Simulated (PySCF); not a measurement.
Breaking a bond: Li2, singlet.

Computed with: RKS-PBE = PySCF 2.14.0 with restricted PBE/cc-pVDZ; UKS-PBE = PySCF with unrestricted PBE/cc-pVDZ; RKS-wB97X-V = restricted wB97X-V/cc-pVDZ (PySCF); UCCSD(T) = CCSD(T) on UHF/cc-pVDZ in PySCF.

Energies relative to the lowest point of each curve near equilibrium, in mEh; the last columns give the difference from UCCSD(T):

```tsv
R / Å	RKS-PBE	UKS-PBE	RKS-wB97X-V	UCCSD(T)	RKS-PBE − UCCSD(T)	UKS-PBE − UCCSD(T)	RKS-wB97X-V − UCCSD(T)
2.08	18.5	18.5	19.4	15.3	3.1	3.1	4.1
2.20	11.3	11.3	11.8	9.3	2.0	2.0	2.5
2.33	5.9	5.9	6.1	4.8	1.1	1.1	1.3
2.46	2.5	2.5	2.5	1.9	0.6	0.6	0.6
2.60	0.6	0.6	0.5	0.3	0.2	0.2	0.2
2.65	0.2	0.2	0.2	0.1	0.1	0.1	0.1
2.74	0.0	0.0	0.0	0.0	0.0	0.0	0.0
2.83	0.2	0.2	0.3	0.3	-0.1	-0.1	0.0
2.88	0.5	0.5	0.7	0.7	-0.2	-0.2	0.0
3.02	1.7	1.7	2.2	2.1	-0.4	-0.4	0.1
3.21	4.2	4.2	5.3	4.8	-0.7	-0.7	0.5
3.41	7.4	7.4	9.4	8.3	-0.9	-0.9	1.1
3.74	13.4	13.0	17.2	14.5	-1.1	-1.6	2.6
4.07	19.5	18.0	25.4	20.3	-0.9	-2.3	5.0
4.49	26.6	23.2	35.7	26.3	0.3	-3.1	9.4
4.91	32.7	26.8	45.2	30.3	2.4	-3.5	14.9
5.53	39.7	29.9	57.5	33.6	6.1	-3.7	23.9
6.10	44.3	31.1	67.0	35.0	9.4	-3.9	32.0
6.69	47.6	31.5	75.0	35.6	12.0	-4.1	39.4
7.37	50.0	31.7	82.3	35.9	14.1	-4.2	46.4
8.27	51.7	31.8	89.6	36.0	15.7	-4.3	53.6
```

RKS-PBE is furthest from UCCSD(T) at 8.27 (15.7 mEh, above); its mean absolute difference over the points is 3.4 mEh.

UKS-PBE is furthest from UCCSD(T) at 8.27 (-4.3 mEh, below); its mean absolute difference over the points is 1.9 mEh.

RKS-wB97X-V is furthest from UCCSD(T) at 8.27 (53.6 mEh, above); its mean absolute difference over the points is 11.3 mEh.

The restricted form behind RKS-PBE, RKS-wB97X-V keeps the bonding electrons paired and can't separate into open-shell fragments. The unrestricted determinant behind UKS-PBE is spin-contaminated at 3.41 to 8.27 Å (<S²> up to 1.0, against 0.00 for a pure singlet). The unrestricted determinant behind UCCSD(T) is spin-contaminated at 2.08 to 8.27 Å (<S²> up to 1.0, against 0.00 for a pure singlet).
